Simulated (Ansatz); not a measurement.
in.yaml

```yaml
crystal:
  periodic: [false, false, false]
  atoms:
    - {symbol: Ge, position_ang: [-0.010162, -0.194813, 1.169890]}
    - {symbol: P, position_ang: [-0.010995, 1.041743, -0.880828]}
    - {symbol: P, position_ang: [0.036969, -0.622053, -1.928293]}
    - {symbol: H, position_ang: [-0.065808, 1.142738, 2.012210]}
basis:
  gaussian: {orbitals: cc-pVDZ}
magnetization: {spin_polarized: false, initial_magnetization: 1}
correlation: {method: ccsdt_q, electrons: outside_noble_gas}
```

```sh
$ ansatz run in.yaml --threads 1 --pin off --events-out ev --progress --plain --max-ram 2393MiB
```

Log:

```
1353 factors; integrals over basis functions are off by at most 1.4e-7 eV
mean field evaluation 1: about -75030.0878 eV, gradient 9.1e0 eV
mean field evaluation 2: about -75030.1231 eV, gradient 9.1e0 eV
mean field evaluation 4: about -75030.8464 eV, gradient 1.8e0 eV
mean field evaluation 8: about -75030.9096 eV, gradient 1.6e-1 eV
mean field evaluation 16: about -75030.0881 eV, gradient 9.1e0 eV
mean field evaluation 32: about -75030.3990 eV, gradient 2.8e0 eV
mean field evaluation 64: about -75030.9026 eV, gradient 5.7e-1 eV
mean field evaluation 96: about -75026.1501 eV, gradient 7.1e-1 eV
mean field evaluation 128: about -75030.0859 eV, gradient 2.3e-3 eV
mean field evaluation 160: about -75017.3301 eV, gradient 2.8e1 eV
...
cycle  19  -9.45484900 eV  change    8.8e-6 eV  update   4.5e-5
cycle  20  -9.45482276 eV  change    2.6e-5 eV  update   3.2e-5
cycle  21  -9.45483007 eV  change   -7.3e-6 eV  update   1.9e-5
cycle  22  -9.45483402 eV  change   -3.9e-6 eV  update   1.1e-5
cycle  23  -9.45483494 eV  change   -9.3e-7 eV  update   7.7e-6
cycle  24  -9.45483646 eV  change   -1.5e-6 eV  update   4.6e-6
cycle  25  -9.45483612 eV  change    3.4e-7 eV  update   3.3e-6
cycle  26  -9.45483631 eV  change   -1.8e-7 eV  update   2.3e-6
cycle  27  -9.45483767 eV  change   -1.4e-6 eV  update   1.6e-6
cycle  28  -9.45483864 eV  change   -9.7e-7 eV  update   1.1e-6
perturbative correction -0.04308358 eV, -0.0015832922 hartree
Total energy: -75040.40816499 eV, -2757.6841358479 hartree
```

Ran on 1 thread of Arm Neoverse V1, shared host: 4.9 min wall, 1.2 GiB peak host memory.
